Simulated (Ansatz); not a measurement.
Results of PBE-D4 in Ansatz (plane waves, PAW) for 2H MoTe2.

Numerical settings: plane-wave cutoff 520 eV, 12×12×4 k mesh (along the axes of the cell as run), perturbation theory, no spin polarisation, scalar-relativistic PAW data made under PBE.

Cell (relaxed at this level):

Space group P6₃/mmc (No. 194); a = 3.501 Å, b = 3.501 Å, c = 13.730 Å, α = 90.00°, β = 90.00°, γ = 120.00°

| atom | site | symmetry | x | y | z |
|---|---|---|---|---|---|
| Te | 4f | 3m. | 0.6667 | 0.3333 | 0.1178 |
| Mo | 2c | -6m2 | 0.3333 | 0.6667 | 0.2500 |

### Question
What does this level give for the high-frequency dielectric constant (mean over three axes) and static dielectric constant (mean over three axes)?

### Answer

- high-frequency dielectric constant (mean over three axes) = 17.9
- static dielectric constant (mean over three axes) = 19.3

Note: the dispersion coefficients are held fixed in the derivatives.

Spin–orbit coupling is not included.

Cost on a shared machine: about 100 core-minutes (a rough figure).

Ansatz is a quantum-chemistry and plane-wave program.
